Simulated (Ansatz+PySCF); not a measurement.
A calculation with Ansatz (development build ahead of 0.2.0).

```yaml
crystal:
  periodic: [false, false, false]
  atoms:
    - { symbol: "N", position_ang: [0.0, 0.0, 0.0] }
    - { symbol: H, position_ang: [0.59448, 0.59448, 0.59448] }
    - { symbol: H, position_ang: [0.59448, -0.59448, -0.59448] }
    - { symbol: H, position_ang: [-0.59448, 0.59448, -0.59448] }
    - { symbol: H, position_ang: [-0.59448, -0.59448, 0.59448] }
    - { symbol: F, position_ang: [30.0, 0.0, 0.0] }
basis:
  gaussian: { orbitals: cc-pVDZ }
magnetization:
  spin_polarized: true
hamiltonian:
  xc: hf
```

The input is written out in the form of the current development build from the run's settings.

Output:

* Converged: yes
* Total energy: -156.01570 hartree
* Spin squared of the determinant: 1.004
* Stability test: minimum
* Occupied orbitals by symmetry in an Abelian subgroup (alpha; beta): 6 A1 2 B1 2 B2; 6 A1 2 B1 2 B2

Caution: the unrestricted determinant is a mixture of spin states.
